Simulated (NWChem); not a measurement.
**Correlation energy of Na**

```xyz
1

Na     0.0000     0.0000     0.0000
```
Charge 0, spin multiplicity 2.

Program: NWChem.

Basis set: def2-TZVP. Each correlation energy counts from its own Hartree-Fock reference.

The correlated methods keep 1 core orbital frozen. The stability of the SCF solutions was not checked. Open-shell Hartree-Fock references start from PBE0 orbitals. Coupled-cluster values serve here as a point of comparison, not as the truth.

```tsv
method	correlation energy (mHa)
UMP2	…
SCS-UMP2	…
CCSD on UHF	-168.9
CCSD[T] on UHF	-171.3
CCSD(T) on UHF	-171.1
CCSD on ROHF	-169.0
CCSD[T] on ROHF	-171.4
CCSD(T) on ROHF	-171.1
CCSDT on ROHF	-171.1
```

Q: What belongs in the gaps?

A: 
- UMP2, correlation energy (mHa): -163.7
- SCS-UMP2, correlation energy (mHa): -156.5
